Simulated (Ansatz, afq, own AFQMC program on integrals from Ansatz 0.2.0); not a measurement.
## SiNH$_{3}$, singlet → SiNH₃⁺, doublet, worked out

```xyz
5

Si    0.0000   -0.0811    0.6246
N     0.0000    0.0494   -1.0775
H     0.0000    1.4343    0.8505
H     0.0000    0.9052   -1.6101
H     0.0000   -0.7657   -1.6709
```

Connectivity, by distances: SiH–NH2.

Both states at this geometry.

Basis cc-pVDZ. Only valence electrons are correlated. Ansatz 0.2.0 and our own AFQMC program on the same integrals; the CISD trial comes from CCSD amplitudes, and released means the phaseless constraint is let go. Uncertainties: one standard error, sampling alone.

Total energies in eV. CBS is CCSD(T) at the limit of def2-TZVPP/QZVPP (extrapolated itself); the highest rung of each member is named.

Cautions: SiNH₃ (singlet): the ph-AFQMC/CISD walk drifts between its halves (2.6 errors); SiNH₃⁺ (doublet): the released value is read at 1.62 1/Eh with a noise of 19 meV, more than in the cases checked, later times being too noisy (meV from the phaseless value at times in 1/Eh: -17 ± 13 at 0.24, -14 ± 14 at 0.51, -7 ± 15 at 0.99, -34 ± 19 at 1.62, -50 ± 30 at 2.40).

```tsv
member	count	CCSD(T)/cc-pVDZ	highest rung in cc-pVDZ	which	CCSD(T)/CBS
SiNH₃⁺, doublet	+1	-9390.4953	-9390.5421 ± 0.0190	released AFQMC	-9394.2118
SiNH₃, singlet	-1	-9399.0453	-9399.0858	CCSDT(Q)	-9403.1188
```

Work out the best estimate of the vertical ionization energy: the CCSD(T)/CBS difference plus the step from CCSD(T) to the highest rung.

Sums with the counts: CCSD(T)/CBS 8.9070 eV, highest rung 8.5437 eV, CCSD(T)/cc-pVDZ 8.5500 eV. The step is 8.5437 − 8.5500 = -0.0063 eV, so the best estimate is 8.9070 + (-0.0063) = 8.9007 eV, with sampling noise 0.019 eV. The step is under twice that noise, so its sign is open. The basis set is worth 0.357 eV of it. Zero-point, core-correlation and spin–orbit terms aren't in it. Past Ne the Hartree–Fock part of each CBS total tends to overshoot, since the cores don't follow the formula; that largely cancels in the difference.

Best estimates are given only where the step beyond CCSD(T) is under 0.3 eV and no member's determinant is very poor (T1 over 0.05, or 0.07 for open shells, ⟨S²⟩ too high by 0.3, two states mixed), so the hardest cases are missing from such tables.

CCSDT and higher add their correlation energy to the determinant of the CCSD(T) run, since their own runs factorise the integrals more tightly (a shift of under 2 meV). Each member of a difference takes its own highest rung, so a best estimate needn't equal the limit plus the step of one row. A walk keeps the symmetry of its determinant, which the program's search chose and which needn't be the lowest solution, so a lower state of the same spin and another symmetry isn't excluded. Released energies are given only where the last usable release times agree within the noise; a slower fall can still hide under it.
